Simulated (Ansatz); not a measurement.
What does this script print? It uses Ansatz 0.2.0 through its Python package.

The script, `ch5alf_scan.py`:
```python
# -*- coding: utf-8 -*-
"""Stretching a bond of CH5AlF(-), the rest held rigid."""

import ansatz as az
from ase import Atoms
import numpy as np

SETTINGS = {
    "basis_set": "6-31G*",
    "functional": "cam_b3lyp",
    "charge": -1,
}

atoms = Atoms(["F", "C", "Al", "H", "H", "H", "H", "H"], positions=[
    [1.6701, 0.2074, -1.0225],
    [1.0289, -0.0638, 0.1707],
    [-0.9412, 0.044, -0.0958],
    [1.2999, -1.0836, 0.5131],
    [1.3392, 0.6782, 0.9347],
    [-1.3299, 1.5123, -0.5886],
    [-1.3865, -1.0244, -1.1959],
    [-1.6806, -0.27, 1.2843],
])
ch5alf = az.Crystal.molecule_from_ase(atoms)

symbols = [site.symbol for site in ch5alf.cartesian_sites]
start = np.array([site.position_ang for site in ch5alf.cartesian_sites])
axis = (start[7] - start[2]) / np.linalg.norm(start[7] - start[2])
moving = [7]
lengths, energies = [1.405, 1.469, 1.533, 1.597, 1.661, 1.725, 1.788, 1.884], []
for length in lengths:
    xyz = start.copy()
    xyz[moving] += (length - np.linalg.norm(start[7] - start[2])) * axis
    point = az.Crystal.molecule()
    for symbol, place in zip(symbols, xyz):
        point = point.atom(symbol, place.tolist())
    calc = (
        point.calculation()
        .basis(gaussian=SETTINGS["basis_set"])
        .functional(SETTINGS["functional"])
        .charge(SETTINGS["charge"])
        .scf(lower_state_search="light")
    )
    summary = calc.run(threads=1).report
    energies.append(summary["free_energy_ev"])
    print(f"r = {length:6.3f} A  E = {energies[-1]:.5f} eV  <S^2> = {abs(summary['mean_field']['state']['spin_squared']):.3f}")

# quartic fit about the minimum
fit = np.polynomial.Polynomial.fit(lengths, np.array(energies) - min(energies), 4).convert()
roots = [r.real for r in fit.deriv().roots() if abs(r.imag) < 1e-9 and fit.deriv(2)(r.real) > 0]
r_e = min(roots, key=lambda r: abs(r - lengths[int(np.argmin(energies))]))
print(f"minimum of the fit at {r_e:.4f} A, force constant {fit.deriv(2)(r_e):.2f} eV/A^2")
```

```console
$ python ch5alf_scan.py
r =  1.405 A  E = -10430.14080 eV  <S^2> = 0.000
r =  1.469 A  E = -10430.36346 eV  <S^2> = 0.000
r =  1.533 A  E = -10430.49988 eV  <S^2> = 0.000
r =  1.597 A  E = -10430.56907 eV  <S^2> = 0.000
r =  1.661 A  E = -10430.58606 eV  <S^2> = 0.000
r =  1.725 A  E = -10430.56276 eV  <S^2> = 0.000
r =  1.788 A  E = -10430.50963 eV  <S^2> = 0.000
r =  1.884 A  E = -10430.38680 eV  <S^2> = 0.000
minimum of the fit at 1.6529 A, force constant 10.07 eV/A^2
```

Notes:
- The settings weren't tested for convergence.
- The rest of the molecule is held rigid at a force-field or estimated start geometry, and the basis set is modest; single-reference methods fail as a bond breaks.
- The orbitals are restricted, so S² is zero by construction.
- Anions want diffuse functions, which this basis lacks.
- Finished in 14 s on 1 thread of Arm Neoverse V1 (shared host), peak memory 0.19 GiB.

(A comment or docstring line of the script was reworded after the run, the code is as it ran; lines on the test bed's own set-up are left out of the output.)
